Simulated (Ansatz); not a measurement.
Geometry optimisation, RKS BLYP/6-31G in Ansatz.

input.yaml

```yaml
crystal:
  periodic: [false, false, false]
  atoms:
    - { symbol: "N", position_ang: [-1.3888, 0.25, -1.0606] }
    - { symbol: Mg, position_ang: [-0.1119, 0.04, 0.5093] }
    - { symbol: S, position_ang: [1.4147, -0.2507, 2.348] }
    - { symbol: H, position_ang: [-0.9551, 1.0406, -1.6957] }
    - { symbol: H, position_ang: [-1.4252, -0.6034, -1.6346] }
    - { symbol: H, position_ang: [2.5083, -0.5405, 1.4874] }
basis:
  gaussian: { orbitals: "6-31G" }
hamiltonian:
  xc: blyp
relax:
  f_tol: 0.015
  max_steps: 40
```

Command:

```bash
$ ansatz run input.yaml --threads 1 --pin off --max-ram 2048MiB --backend cpu --events-out ev --progress --plain --runs-dir out
```

Q: Where does it end, and by what steps?

A: The run converged. Limits of this set-up: no polarisation functions. After 7 steps the energy has fallen by 0.420 eV; N1 moved furthest, 0.33 Å.

```json
{"step": "0", "energy less start (eV)": "0.0000", "largest force component (eV/Å)": "2.032", "accepted": "yes"}
{"step": "1", "energy less start (eV)": "-0.1783", "largest force component (eV/Å)": "1.457", "accepted": "yes"}
{"step": "2", "energy less start (eV)": "-0.2070", "largest force component (eV/Å)": "3.867", "accepted": "yes"}
{"step": "3", "energy less start (eV)": "-0.2481", "largest force component (eV/Å)": "1.852", "accepted": "yes"}
{"step": "4", "energy less start (eV)": "-0.3639", "largest force component (eV/Å)": "0.964", "accepted": "yes"}
{"step": "5", "energy less start (eV)": "-0.4172", "largest force component (eV/Å)": "0.215", "accepted": "yes"}
{"step": "6", "energy less start (eV)": "-0.4188", "largest force component (eV/Å)": "0.168", "accepted": "yes"}
{"step": "7", "energy less start (eV)": "-0.4199", "largest force component (eV/Å)": "0.006", "accepted": "yes"}
```

```xyz
6
Properties=species:S:1:pos:R:3
N -1.075 0.203 -1.154
Mg 0.047 -0.003 0.353
S 1.357 -0.235 2.313
H -1.226 1.076 -1.668
H -1.628 -0.541 -1.589
H 2.567 -0.563 1.700
```

The run took 21 s on 1 thread of Intel(R) Xeon(R) Platinum 8259CL CPU @ 2.50GHz (Skylake/Cascade Lake), on a shared host, peak memory 0.14 GiB.
